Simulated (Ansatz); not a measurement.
# C5H10O: the cost of one run

Method: the levels named in each step, in Ansatz 0.2.0.

## 1. The system as given

Bond lengths (14 of 15 bonds, heavy atoms first): C1–C2 1.527 Å, C2–C3 1.526 Å, C2–C4 1.534 Å, C4–C5 1.498 Å, C5–O6 1.198 Å, C1–H7 1.088 Å, C1–H8 1.088 Å, C1–H9 1.088 Å, C2–H10 1.096 Å, C3–H11 1.088 Å, C3–H12 1.088 Å, C3–H13 1.088 Å, C4–H14 1.094 Å, C4–H15 1.091 Å. Angles (14 of 27 angles, heavy atoms first): C1–C2–C3 110.6°, C1–C2–C4 110.0°, C3–C2–C4 110.3°, C2–C4–C5 112.1°, C4–C5–O6 125.7°, C1–C2–H10 108.8°, C3–C2–H10 108.6°, C4–C2–H10 108.4°, C2–C1–H7 110.3°, C2–C1–H8 110.6°, C2–C1–H9 110.7°, C2–C3–H11 110.4°, C2–C3–H12 110.9°, C2–C3–H13 110.4°.

Structure file:

```xyz
16

C    -1.5031   -0.8165    0.4455
C    -0.8918    0.1777   -0.5386
C    -1.7952    1.3973   -0.7006
C     0.5000    0.6054   -0.0561
C     1.4713   -0.5353   -0.0531
O     2.2347   -0.8025    0.8311
H    -1.6524   -0.3443    1.4140
H    -2.4660   -1.1698    0.0838
H    -0.8492   -1.6749    0.5821
H    -0.7849   -0.3111   -1.5139
H    -2.7847    1.0945   -1.0353
H    -1.3845    2.0900   -1.4318
H    -1.8998    1.9202    0.2475
H     0.9021    1.3594   -0.7398
H     0.4459    1.0418    0.9429
H     1.4412   -1.1420   -0.9820
```

## 2. A rough first relaxation, PBE-D4/def2-SVP

File input.yaml:

```yaml
crystal:
  periodic: [false, false, false]
  atoms:
    - { symbol: C, position_ang: [-1.50314, -0.81645, 0.44546] }
    - { symbol: C, position_ang: [-0.89183, 0.1777, -0.53861] }
    - { symbol: C, position_ang: [-1.79521, 1.39729, -0.70065] }
    - { symbol: C, position_ang: [0.49999, 0.60539, -0.05608] }
    - { symbol: C, position_ang: [1.47134, -0.53531, -0.05308] }
    - { symbol: O, position_ang: [2.23472, -0.80246, 0.8311] }
    - { symbol: H, position_ang: [-1.65239, -0.34428, 1.41397] }
    - { symbol: H, position_ang: [-2.46598, -1.1698, 0.08379] }
    - { symbol: H, position_ang: [-0.84917, -1.67495, 0.58208] }
    - { symbol: H, position_ang: [-0.78492, -0.31113, -1.51388] }
    - { symbol: H, position_ang: [-2.78471, 1.09448, -1.03525] }
    - { symbol: H, position_ang: [-1.38452, 2.08997, -1.43183] }
    - { symbol: H, position_ang: [-1.89978, 1.92022, 0.2475] }
    - { symbol: H, position_ang: [0.90212, 1.35935, -0.73976] }
    - { symbol: H, position_ang: [0.44585, 1.04182, 0.94288] }
    - { symbol: H, position_ang: [1.44116, -1.14195, -0.982] }
basis:
  gaussian: { orbitals: def2-SVP }
hamiltonian:
  xc: pbe
  dispersion: d4
relax:
  f_tol: 0.03
  max_steps: 200
```

On the command line:

```console
$ ansatz run input.yaml --threads 4 --pin off --max-ram 10240MiB --backend cpu --events-out ev --progress --plain --runs-dir out
```

**Question.** How long does this run take on 4 threads of Intel Xeon Platinum 8488C (Sapphire Rapids), shared host, and how much memory does it need?

About 9.8 s, with a peak of 0.2 GiB.
